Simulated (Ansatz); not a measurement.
Si₃N₄ (P31c, No. 159), treated with r²SCAN (Ansatz, a program for electronic structure, plane waves, PAW).

Settings: plane-wave cutoff 600 eV, 6×6×6 k mesh, scalar-relativistic PAW data made under PBE.

Cell (relaxed at this level):

```cif
data_N16Si12
_chemical_formula_sum 'Si12 N16'
_space_group_name_H-M_alt 'P 1'
_space_group_IT_number 1
_cell_length_a 7.75219
_cell_length_b 7.75219
_cell_length_c 5.61921
_cell_angle_alpha 90.000
_cell_angle_beta 90.000
_cell_angle_gamma 120.000
loop_
_space_group_symop_operation_xyz
  'x, y, z'
loop_
_atom_site_label
_atom_site_type_symbol
_atom_site_fract_x
_atom_site_fract_y
_atom_site_fract_z
_atom_site_occupancy
Si1 Si 0.51247 0.08204 0.19300 1
Si2 Si 0.91796 0.43043 0.19300 1
Si3 Si 0.56957 0.48753 0.19300 1
Si4 Si 0.08204 0.51247 0.69300 1
Si5 Si 0.43043 0.91796 0.69300 1
Si6 Si 0.48753 0.56957 0.69300 1
Si7 Si 0.16716 0.25344 0.98517 1
Si8 Si 0.74656 0.91372 0.98517 1
Si9 Si 0.08628 0.83284 0.98517 1
Si10 Si 0.25344 0.16716 0.48517 1
Si11 Si 0.91372 0.74656 0.48517 1
Si12 Si 0.83284 0.08628 0.48517 1
N1 N 0.00000 0.00000 0.98584 1
N2 N 0.00000 0.00000 0.48584 1
N3 N 0.33333 0.66667 0.63746 1
N4 N 0.66667 0.33333 0.13746 1
N5 N 0.34467 0.95446 0.96572 1
N6 N 0.04554 0.39021 0.96572 1
N7 N 0.60979 0.65533 0.96572 1
N8 N 0.95446 0.34467 0.46572 1
N9 N 0.39021 0.04554 0.46572 1
N10 N 0.65533 0.60979 0.46572 1
N11 N 0.31823 0.31481 0.23161 1
N12 N 0.68519 0.00342 0.23161 1
N13 N 0.99658 0.68177 0.23161 1
N14 N 0.31481 0.31823 0.73161 1
N15 N 0.00342 0.68519 0.73161 1
N16 N 0.68177 0.99658 0.73161 1
```

Task: Give the computed Voigt–Reuss–Hill bulk modulus, polycrystal shear modulus (Hill average), Young modulus and Poisson ratio.

Result: 
- Voigt–Reuss–Hill bulk modulus: 240 GPa
- polycrystal shear modulus (Hill average): 145 GPa
- Young modulus: 362 GPa
- Poisson ratio: 0.248

Note: the relaxation could not lower the start's symmetry, so the cell can be a saddle point above a distorted one.

Elastic constants are with the ions relaxed.

Static lattice: no zero-point or thermal effects.

Cost on a shared machine: about 7 core-hours (a rough figure).
